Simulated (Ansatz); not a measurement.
# AlSiH (singlet): wave-function methods side by side at distance Al2–H3 = 3.534 Å, 6-31G

Aim: climb from Hartree-Fock through coupled cluster and multireference methods for AlSiH (singlet) at one geometry and basis, and see what each rung misses.

Program: Ansatz 0.2.0, Gaussian basis. Level of theory: 6-31G, core rule «outside noble gas», up to 10 orbitals frozen. These are calculated values, not measurements.

The runs, in order: UHF; CCSD(T) on RHF; CCSD(T) on UHF; BCCD(T) on RHF; CISD; CCSDT(Q) on RHF; CCSDT(Q) on UHF; CISDTQ; CCSDTQ on RHF; CASSCF and MRCISD+Q, 2 electrons in 2 orbitals; CASSCF and NEVPT2, 2 electrons in 2 orbitals; CASSCF and MRCISD+Q, 8 electrons in 9 orbitals; CASSCF and NEVPT4(SD), 8 electrons in 9 orbitals; CASSCF and NEVPT2, 8 electrons in 9 orbitals; Full CI; Full CI in the symmetry of the determinant.

24 further runs of the same task are left out: 17 that didn't finish, 7 set aside as unsound or not needed.

### 1 What is computed

The geometry derives from a PBE0/def2-TZVP stationary point (not a proven minimum). One bond is set to the value named and the two fragments are kept rigid.

3 atoms, charge 0, spin multiplicity 1.

Atoms are counted from 1 here; the program's logs count them from 0.

Bond lengths: Si1–Al2 2.354 Å.

### 2 UHF

Input file in.yaml:

```yaml
crystal:
  periodic: [false, false, false]
  atoms:
    - {symbol: Si, position_ang: [0.000000, 0.000000, -2.747203]}
    - {symbol: Al, position_ang: [0.000000, 0.000000, -0.393399]}
    - {symbol: H, position_ang: [0.000000, 0.000000, 3.140601]}
basis:
  gaussian: {orbitals: 6-31G}
magnetization: {spin_polarized: true, initial_magnetization: 0}
hamiltonian: {xc: hf}
output: {orbitals: {seedname: orbitals}}
```

The run is started by

```bash
ansatz run in.yaml --threads 1 --pin off --events-out ev --progress --plain --max-ram 2393MiB
```

The runs that follow: CCSD(T) on RHF; CCSD(T) on UHF; BCCD(T) on RHF; CISD; CCSDT(Q) on RHF; CCSDT(Q) on UHF; CISDTQ; CCSDTQ on RHF; CASSCF and MRCISD+Q, 2 electrons in 2 orbitals; CASSCF and NEVPT2, 2 electrons in 2 orbitals; CASSCF and MRCISD+Q, 8 electrons in 9 orbitals; CASSCF and NEVPT4(SD), 8 electrons in 9 orbitals; CASSCF and NEVPT2, 8 electrons in 9 orbitals; Full CI; Full CI in the symmetry of the determinant.

**Question.** What will the summary of the whole plan be? Wanted: FCI below the RHF energy; NEVPT2 pair from FCI; MRCISD+Q pair from FCI; NEVPT2 valence from FCI; T1 diagnostic; effectively unpaired electrons.

The runs gave:

```
                         quantity                                                 value
         FCI below the RHF energy                                            -5.0658 eV
             NEVPT2 pair from FCI                                          +81.6 kJ/mol
           MRCISD+Q pair from FCI                                          +11.9 kJ/mol
          NEVPT2 valence from FCI                                          +17.8 kJ/mol
levels within 1 kcal/mol (43 meV)  NEVPT4(SD) valence, MRCISD valence, MRCISD+Q valence
                    T1 diagnostic                                                 0.084
   effectively unpaired electrons                                                  2.47
```

The occupations show strong static correlation (2.5 unpaired electrons where one determinant has 0). Of the multireference levels listed MRCISD+Q valence comes nearest in total energy (+0.4 kJ/mol), which doesn't show that its space is the better one. The lowest state has another symmetry than the determinant, whose own symmetry lies 0.04 eV higher, so single-reference misses include that gap. Coupled cluster took another determinant than the lowest Hartree-Fock one. These misses are within one basis, not against nature.
